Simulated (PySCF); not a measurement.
C: ionisation energy

C [He] 2s2 2p2 (3P) → C⁺ [He] 2s2 2p1 (2P), as a difference of total energies. Calculation: PySCF 2.14, in aug-cc-pVQZ-DK; the spin-free X2C one-electron Hamiltonian (Gaussian nucleus). Correlated levels: valence: 1s2 frozen. The calculations carry no spin-orbit coupling.

Problem. Order these methods by the ionisation energy they give, lowest first.
A. M06-L
B. PW91
C. PBE0
D. LDA

Solution. A (11.388 eV), C (11.510 eV), B (11.607 eV), D (11.686 eV).

Errors of the correlated levels include the incompleteness of this basis and the frozen core.

For comparison: 11.262 eV (measured; NIST levels, between the centres of gravity of the two terms).
